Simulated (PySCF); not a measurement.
## Reproducing measurements on 1,1,1-trifluoroethane

**Experimental background.**

From NIST CCCBDB Release 22 (SRD 101), experimental dipoles, for the gas: dipole moment (microwave Stark effect) 2.32 D.

The results are set against them at the end.

Species: 1,1,1-trifluoroethane, C2H3F3.
Numbering: `[CH3:1][C:2]([F:3])([F:4])[F:5]` (hydrogens: H6, H7, H8 on C1)

Geometry (PBE0-D3(BJ)/def2-SVP, Å), atoms numbered from 1 in this order:
```
atom  x, y, z in Å
C1     0.7178    0.0958    0.3393
C2    -0.6200   -0.0890   -0.3114
F3    -0.5008   -0.5654   -1.5552
F4    -1.3839   -0.9481    0.3729
F5    -1.2938    1.0643   -0.3910
H6     0.5804    0.4857    1.3558
H7     1.3156    0.8062   -0.2455
H8     1.2382   -0.8692    0.3859
```

The PySCF runs (gas phase, on this PBE0-D3(BJ)/def2-SVP geometry; no spin–orbit coupling):

```csv
level,job,basis functions,wall time
"PBE0-D3(BJ)/def2-SVP, grid level 1",geometry optimisation from a GFN2-xTB start shaken at random,85,18 s
```

Hardware: Arm Neoverse V2, one thread, no GPU (shared host).

Results beside the measurements:

**Dipole moment.** Measured: 2.32 D (NIST CCCBDB Release 22 (SRD 101), experimental dipoles).

| level | computed (D) | computed − measured (D) | % (from the printed values) |
| --- | --- | --- | --- |
| PBE0-D3(BJ)/def2-SVP | 2.17 | -0.15 | -6 |

The computed dipoles belong to one fixed geometry; measured ones are averaged over vibrations unless marked μe. Magnitudes are compared, not signs.

No measured geometry was used, and the causes of the misses weren't examined.
